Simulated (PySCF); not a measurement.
**[BH2F2]− (SMILES F[BH2-]F) at B2PLYP/STO-3G**

What is the vertical singlet–triplet gap of [BH2F2]− at B2PLYP/STO-3G? 

The results are computed with PySCF 2.14.0.

9 further runs of the same task are left out: 3 that didn't finish, 6 set aside as unsound or not needed.

### 1 Starting point

The species is [BH2F2]− (5 atoms), meant as a singlet with charge -1. As SMILES, `F[BH2-]F`. Geometry: relaxed at GFN2-xTB.

Bond lengths: F1–B2 1.425 Å, B2–F3 1.425 Å, B2–H4 1.225 Å, B2–H5 1.225 Å. Angles: F1–B2–F3 107.4°, F1–B2–H4 109.0°, F1–B2–H5 109.1°, F3–B2–H4 109.0°, F3–B2–H5 109.1°, H4–B2–H5 113.0°.

### 2 A single-point energy at B2PLYP/STO-3G

Contents of input.xyz:

```xyz
5

F     -1.176970     0.624500     0.383180
B      0.033530     0.014270    -0.056090
F      0.407580    -0.947330     0.926670
H     -0.171950    -0.560090    -1.118950
H      0.907810     0.868650    -0.134810
```

Contents of input.py:

```python
from pyscf import gto, dft, mp

system = gto.Mole()
system.atom = 'input.xyz'
system.charge = -1
system.verbose = 3
system.basis = 'sto-3g'
system.max_memory = 1860
system.build()

mf = dft.RKS(system, xc='0.53*HF + 0.47*B88, 0.73*LYP')
mf.grids.level = 5
mf.conv_tol = 1e-10
mf.kernel()
if not mf.converged:
    mf = mf.newton().run(mf.mo_coeff, mf.mo_occ)

pt = mp.MP2(mf, frozen=3).run()
energy = mf.e_tot + 0.27 * pt.e_corr
print('PT2 part  %.8f' % (0.27 * pt.e_corr))
print('E = %.10f Eh' % energy)
```

Run with:

```sh
$ OMP_NUM_THREADS=1 python input.py
```

The program printed:

```text
converged SCF energy = -222.184038845028
E(RMP2) = -222.269255059687  E_corr = -0.0852162146593787
E(SCS-RMP2) = -222.276184271126  E_corr = -0.092145426097635
PT2 part  -0.02300838
E = -222.2070472230 Eh
```

It took 2.3 s on 1 thread of Arm Neoverse V2, shared host; peak memory 0.19 GiB.

### 3 The triplet

Contents of calc.py:

```python
from pyscf import gto, dft, mp

mol = gto.M(
    atom='''
F     -2.224151     1.180134     0.724105
B      0.063363     0.026966    -0.105995
F      0.770215    -1.790194     1.751153
H     -0.324938    -1.058417    -2.114509
H      1.715512     1.641511    -0.254754
''',
    spin=2,
    max_memory=1860,
    unit='bohr',
    verbose=3,
    charge=-1,
    basis='sto-3g',
)

myscf = dft.UKS(mol)
myscf.xc = '0.53*HF + 0.47*B88, 0.73*LYP'
myscf.grids.level = 5
myscf.conv_tol = 1e-10
myscf.kernel()
if not myscf.converged:
    myscf = myscf.newton().run(myscf.mo_coeff, myscf.mo_occ)

pt = mp.MP2(myscf, frozen=3).run()
e_tot = myscf.e_tot + 0.27 * pt.e_corr
print('PT2 part  %.8f' % (0.27 * pt.e_corr))
print(f'total energy: {e_tot:.8f} hartree')
```

Run with:

```sh
$ OMP_NUM_THREADS=1 python calc.py
```

The program printed:

```text
WARN: HOMO 0.332958252526321 >= LUMO -0.307329668465137

WARN: HOMO 0.669588862124622 >= LUMO 0.322563737882061

WARN: HOMO 0.644139133980134 >= LUMO 0.303366720763012

WARN: HOMO 0.629114651047308 >= LUMO 0.314165044822145

WARN: HOMO 0.631268295943633 >= LUMO 0.315476457638008

WARN: HOMO 0.631100632459108 >= LUMO 0.315240091892336

WARN: HOMO 0.630262901602262 >= LUMO 0.314684453240024

WARN: HOMO 0.630168999334665 >= LUMO 0.314877931479924

WARN: HOMO 0.63017138006175 >= LUMO 0.314847810414751

WARN: HOMO 0.630174712935139 >= LUMO 0.314792831770817

WARN: HOMO 0.63017636359216 >= LUMO 0.314780464044715

WARN: HOMO 0.630178278704687 >= LUMO 0.31477988526611

WARN: HOMO 0.630176514360476 >= LUMO 0.314781281290478

WARN: HOMO 0.63017740802642 >= LUMO 0.314779641139642

WARN: HOMO 0.630177654082091 >= LUMO 0.314780464472076

WARN: HOMO 0.63017729217698 >= LUMO 0.314780181108655

WARN: HOMO 0.630177539756992 >= LUMO 0.314780164084386

converged SCF energy = -221.655099289014  <S^2> = 2.0037929  2S+1 = 3.0025275
E(UMP2) = -221.783127179452  E_corr = -0.128027890437145
E(SCS-UMP2) = -221.781685652002  E_corr = -0.126586362987335
PT2 part  -0.03456753
total energy: -221.68966682 hartree
```

It took 6 s on 1 thread of Arm Neoverse V2, shared host; peak memory 0.2 GiB.

### 4 Outcome

At B2PLYP/STO-3G, 3 core orbitals frozen:

| quantity | value |
| --- | --- |
| singlet: total energy | -222.20705 Eh |
| singlet: HOMO energy (SCF part's orbitals) | 2.62 eV |
| singlet: LUMO energy (SCF part's orbitals) | 22.95 eV |
| singlet: HOMO–LUMO gap (to an unbound level, set by the basis) | 20.32 eV |
| triplet: total energy | -221.68967 Eh |
| triplet: HOMO energy (SCF part's orbitals) (highest over α and β) | 17.15 eV |
| triplet: ⟨S²⟩ | 2.004 |
| vertical energy of the triplet above the singlet | 14.079 eV |

What this shows: At this shape the triplet lies 14.08 eV (325 kcal/mol) above the singlet. For an anion a state so high probably lies above electron detachment. In a minimal basis such a difference can be off by several eV, whatever the method. Mulliken charges (singlet) run from -0.33 on F1 to +0.12 on B2; they depend strongly on the basis. The HOMO (singlet) lies at positive energy, 2.62 eV; only total energies tell whether the electron is bound. The HOMO (triplet) lies at positive energy, 17.15 eV; only total energies tell whether the electron is bound.
